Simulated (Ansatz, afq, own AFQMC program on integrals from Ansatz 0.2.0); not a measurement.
HBr, singlet: AFQMC among the cluster methods

```xyz
2

Br    0.0000    0.0000    0.0000
H     0.0000    0.0000    4.7140
```

Basis cc-pVDZ. Noble-gas cores (and the filled d shells of Ga–Kr and In–Xe) are frozen. Integrals, coupled cluster, full CI and functionals: Ansatz 0.2.0; the random walks run on the same integrals in our own AFQMC program. ph-AFQMC/CISD is guided by a CISD state made of CCSD amplitudes; releasing the constraint for a short imaginary time cuts its bias at the price of noise, slowly where states lie close. Uncertainties: one standard error, sampling alone. No spin–orbit coupling.

Determinant: UHF, the one that the program's search chose, which needn't be the lowest solution. The geometry is a point of a scan.

Full CI on the same integrals is exact in this basis and with this determinant's frozen core.

Cautions: no relativity below Rb; no spin-orbit coupling; inner d shell frozen; unrestricted determinant spin contaminated (⟨S²⟩ 1.01 against 0.00); the ph-AFQMC/HF walk drifts between its halves (2.8 errors); the next higher spin lies close (within 5 meV by full CI).

```
T1 diagnostic                               : 0.0047
weight of the determinant in the CISD state : 0.951
⟨S²⟩ of the determinant                     : 1.005
size of the correlated space                : 8 electrons in 18 orbitals
```

Reference: full CI, correlation energy -2.935 eV. The released energy is read at 2.40 1/Eh (meV from the phaseless value at times in 1/Eh: -1.1 ± 0.6 at 0.24, -5 ± 4 at 0.51, -6 ± 3 at 0.99, -3.8 ± 0.7 at 1.62, -4.2 ± 0.6 at 2.40). The cautions show a poor starting determinant, so the rows tell how each method copes with it here, and full CI is the sure value.

| level | E − E(reference) (kJ/mol) | share of correlation (%) |
| --- | --- | --- |
| HF | 283.2 | 0.00 |
| MP2 | 40.4 | 85.74 |
| CCSD | 3.0 | 98.93 |
| CCSD(T) | 0.8 | 99.71 |
| CCSDT | 0.4 | 99.86 |
| CCSDT(Q) | 0.1 | 99.98 |
| CCSDTQ | 0.0 | 100.00 |
| ph-AFQMC/HF | 5.2 ± 1.5 | 98.16 |
| ph-AFQMC/CISD | 0.3 ± 0.07 | 99.89 |
| released AFQMC | -0.1 ± 0.06 | 100.03 |

CCSDT and higher add their correlation energy to the determinant of the CCSD(T) run, since their own runs factorise the integrals more tightly (a shift of under 2 meV). A walk keeps the symmetry of its determinant, which the program's search chose and which needn't be the lowest solution, so a lower state of the same spin and another symmetry isn't excluded. Released energies are given only where the last usable release times agree within the noise; a slower fall can still hide under it.
